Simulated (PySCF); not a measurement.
# Exact mass, isotope pattern and composition

Species: `[C]#CCC` [radical].

All values are calculated from tables of isotopes.

(1) Molar mass and exact mass?

(2) Give the isotope pattern of the singly charged cation M+, merging species of the same nominal mass.

(3) Resolve the fine structure: one atom at a time replaced by a minor isotope.

(4) Count the protons, neutrons and electrons of the monoisotopic species, and give its exact less its nominal mass.

(5) What share of all molecules is the monoisotopic species?

## Answers

(1) For C4H5, with standard atomic weights, 4 × 12.011 + 5 × 1.008 = 53.084 g/mol. From the most abundant isotopes (12C, 1H), 4 × 12.000000 + 5 × 1.007825 = 53.0391 u.

(2) 
| nominal mass | m/z (centroid) | relative intensity |
| --- | --- | --- |
| 53 | 53.0386 | 100.0 |
| 54 | 54.0420 | 4.4 |

Cut off at 0.1 %. One electron mass, 0.00055 u, is taken off.

(3) Intensity in % of the monoisotopic species:

```
isotope  mass shift (u)      m/z  intensity (%)
    13C        +1.00335  54.0419           4.33
     2H        +1.00628  54.0449           0.06
```

Species under 0.02 % are left out.

(4) 29 protons, 24 neutrons and 29 electrons; 53.0391 − 53 = +0.0391 u.

(5) 0.9893^4 × 0.999885^5 = 95.73 %.
